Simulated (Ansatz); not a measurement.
A nudged elastic band was laid between two geometries of CH6Si + H2 (10 atoms, charge 0, multiplicity 1).

Computed with RKS PBE0/def2-SVP (Ansatz).

```
movable images  : 5
climbing image  : yes
spring          : 5.0 eV/Å²
optimiser       : quadratic models (default)
start path      : through a guess of the saddle point
force threshold : 0.05 eV/Å
iteration limit : 60
end points      : relaxed
```

First end point:

```xyz
10
Properties=species:S:1:pos:R:3
Si 0.422 -0.044 0.176
C 0.433 -0.043 2.055
H -0.594 -0.055 2.450
H 0.960 -0.927 2.444
H 0.939 0.855 2.444
H 1.819 -0.031 -0.361
H -0.291 1.160 -0.355
H -0.268 -1.262 -0.351
H -3.051 0.474 0.697
H -3.334 0.422 1.401
```

Last end point:

```xyz
10
Properties=species:S:1:pos:R:3
Si -0.316 0.221 -0.858
C -0.277 -0.110 2.979
H -0.438 -0.399 4.026
H 0.089 -0.978 2.414
H 0.465 0.697 2.932
H 0.789 0.963 -0.184
H -0.241 0.450 -2.331
H -0.182 -1.240 -0.577
H -1.631 0.708 -0.347
H -1.225 0.237 2.547
```

(1) Which bonds break or form, and what moves?

(2) What energy profile does the band end with?

(3) What is the geometry of the highest image?

Answers

(1) Bonds broken: Si1–C2, H9–H10. Bonds formed: Si1–H9, C2–H10. CH6Si + H2 becomes CH4 + H4Si.

(2) It converged. The highest image is number 2 of 0 to 6, 289.1 kJ/mol above the first end and 325.9 kJ/mol above the last; the last end lies 36.8 kJ/mol below the first. Neighbouring images differ by up to 2.8 eV, so the band resolves the path poorly. A vibrational analysis at the climbing image gives one clearly imaginary mode, 1625i cm⁻¹: a first-order saddle point. The orbitals stay closed-shell, which can raise the energy where a bond breaks towards radicals; this wasn't checked here.

```
image  path coordinate (Å)  energy (kJ/mol)  Si1–C2 (Å)  H9–H10 (Å)  Si1–H9 (Å)
    0                 0.00              0.0        1.88        0.76        3.55
    1                 1.52             18.2        1.89        0.76        2.70
    2                 3.03            289.1        2.19        1.14        1.73
    3                 4.32             30.2        3.01        1.66        1.50
    4                 5.61            -32.9        3.78        2.36        1.49
    5                 6.90            -36.2        4.12        2.92        1.49
    6                 8.19            -36.8        3.85        2.96        1.49
```

(3) 
```xyz
10
Properties=species:S:1:pos:R:3:forces:R:3
Si -0.263 0.070 0.033 0.00 0.01 0.00
C -0.065 0.024 2.214 0.04 0.01 -0.03
H -0.810 0.001 3.032 0.00 0.01 0.00
H 0.559 -0.879 2.282 -0.03 -0.01 -0.01
H 0.549 0.930 2.322 -0.01 -0.01 0.01
H 1.262 0.006 0.065 0.03 0.00 0.00
H -0.505 1.394 -0.617 -0.01 0.01 -0.01
H -0.614 -1.193 -0.689 0.00 0.00 0.00
H -1.911 0.126 0.546 0.00 -0.01 0.00
H -1.167 0.070 1.412 -0.02 0.00 0.03
```

Run time: 3 min on 1 thread of Arm Neoverse V2, with other jobs on the host, peak memory 0.13 GiB.
